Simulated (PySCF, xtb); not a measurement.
pyrazine (C₄H₄N₂), SMILES n1ccncc1.

Harmonic wavenumbers (cm⁻¹) from GFN2-xTB in xtb at its own minimum, in rising order: 241, 388, 579, 657, 726, 751, 907, 907, 914, 1010, 1090, 1097, 1130, 1198, 1229, 1251, 1351, 1436, 1530, 1582, 3058, 3061, 3068, 3069.

### Question
What does PBE-D3(BJ)/def2-SVP (PySCF 2.14.0) give at its own minimum? (An estimate is asked for; the answer gives what the named calculation found.)

### Answer
309, 417, 585, 703, 764, 774, 915, 963, 969, 998, 1025, 1061, 1137, 1211, 1279, 1316, 1403, 1462, 1562, 1577, 3074, 3075, 3087, 3095. Paired by order, the mean absolute difference is 32 cm⁻¹ and the zero-point energies are 46.1 and 46.8 kcal/mol.
